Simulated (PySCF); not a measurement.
Atoms are numbered as in `[CH2:1]=[CH:2][CH2:3][CH2:4][CH:5]=[CH2:6]`. Hydrogens are named by the atom that carries them. Ha(C1) is cis to C3; Ha(C6) is cis to C4; Hb(C1) is trans to C3; Hb(C6) is trans to C4.

Geometry: GFN2-xTB; GIAO absolute shieldings from PySCF, gas phase, non-relativistic, averaged over equivalent atoms.

At PBE0/pcSseg-1 (152 basis functions, roughly 50 core-seconds):
```
        atoms  σ (ppm)
        C2/C5     38.9
        C1/C6     65.8
        C3/C4    144.7
  H(C2)/H(C5)    25.56
Ha(C1)/Ha(C6)    26.29
Hb(C1)/Hb(C6)    26.45
  H(C3)/H(C4)    29.57
```

Problem. What do these become at PBE0/aug-pcSseg-1?

Solution. 
| atoms | σ at PBE0/aug-pcSseg-1 | change |
| --- | --- | --- |
| C2/C5 | 37.0 | -1.9 |
| C1/C6 | 65.9 | +0.1 |
| C3/C4 | 144.1 | -0.6 |
| H(C2)/H(C5) | 25.39 | -0.17 |
| Ha(C1)/Ha(C6) | 26.26 | -0.03 |
| Hb(C1)/Hb(C6) | 26.46 | +0.01 |
| H(C3)/H(C4) | 29.47 | -0.10 |

The largest change is at C2/C5 (alkene CH). Cost: 246 basis functions, roughly 80 core-seconds. The order of the carbon signals is the same at both levels.
